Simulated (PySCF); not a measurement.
BOF, singlet: structure and spectrum

Method: PBE0/[B def2-TZVP, O def2-TZVP, F def2-TZVP], no relativity, density fitting, PySCF.

The structure is a minimum.

* Point group: C∞v
* Bond lengths: B–F 1.282 Å, B–O 1.206 Å
* Bond angles: F–B–O 180.0°
* Lowest empty level: -0.49 eV
* Highest occupied level: -10.29 eV
* Principal polarisabilities: 12.2, 12.2, 20.6 bohr³
* Heat capacity Cp at 298.15 K: 40.8 J/(mol K)
* Dipole moment: 2.15 D
* Rotational symmetry number: 1
* Zero-point energy: 25.1 kJ/mol
* Entropy at 298.15 K and 1 bar: 224.6 J/(mol K)
* Atomisation energy without zero-point energy: 1487 kJ/mol
* Principal quadrupole moments (Buckingham, traceless) about the centre of mass: -5.64, 2.82, 2.82 D Å
* Rotational constants: 0.3125 cm⁻¹
* Enthalpy at 298.15 K above 0 K: 9.90 kJ/mol

Harmonic modes (masses in u: B 11.009, O 15.995, F 18.998):
```tsv
symmetry	ω (cm⁻¹)	IR (km/mol, summed over degenerate members)	μ (u)
π	511	142	12.05
σ+	1033	16.3	17.20
σ+	2137	363	12.10
```

In C∞v the vibrations span π + 2σ+.

Charges (e):
```tsv
atom	Mulliken	Löwdin	polar tensor	Mayer order to B1
B1	0.36	-0.63	1.12	–
O2	-0.17	0.23	-0.67	2.46
F3	-0.20	0.41	-0.45	1.21
```

Mulliken populations on B1: s 2.63, p 1.71, d 0.24, f 0.05.

Outer orbital energies (eV). occupied: -27.97, -17.32, -15.03, -15.03, -12.21, -10.29, -10.29; empty: -0.49, 1.27, 1.27, 3.14.

Counting electrons, boron keeps none of its valence electrons outside its bonds, so the VSEPR class is AX2 and the expected shape is linear; with unlike ligands the computed point group is C∞v.

Other isomers or separated fragments may lie lower.

The final relaxation and frequency run took 12 s on 2 threads of a shared Arm Neoverse V1 host, with 93 basis functions and 11 gradients; the process peaked at 0.85 GiB.
